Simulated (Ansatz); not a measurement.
System: litharge SnO. Method: PBEsol-D3(BJ) (Ansatz, a first-principles code, PAW).

Numerical settings: plane-wave cutoff 520 eV, 10×10×8 k mesh (along the axes of the cell as run), Fermi–Dirac smearing 0.01 eV, scalar-relativistic PAW data made under PBE.

Cell (relaxed at this level):

SnO is taken in the tetragonal space group P4/nmm, origin choice 1 (No. 129), Pearson symbol tP4. Cell: a = b = 3.7727 Å, c = 4.5624 Å, α = β = γ = 90.00°. Sn on 2c sees 4 O at 2.211 Å. O on 2a sees 4 Sn at 2.211 Å (tetrahedral). (Neighbours: up to the widest gap in distance over summed covalent radii, below 1.35, at either atom; cation-cation and far metal-metal contacts left out.)

Question: Give the computed bulk modulus B0.

Answer: 
- bulk modulus B0: 45.1 GPa

The run finds no gap.

Measured, for comparison: bulk modulus 35 ± 1 GPa (temperature not stated, no zero-point or thermal correction, equation of state from high-pressure X-ray diffraction; as tabulated in Giefers, Porsch, Wortmann, Structural study of SnO at high pressure …). Computed (rounded) less measured: bulk modulus +29 %.

Note: the gap of the solid is closed in this run; this level leaves the solid without a gap, although one is measured; the bulk modulus comes from volumes at which shape and atoms were relaxed.

Spin–orbit coupling is not included; it can open a gap where bands touch, and shift volumes and moduli.

Static lattice: no zero-point or thermal effects.
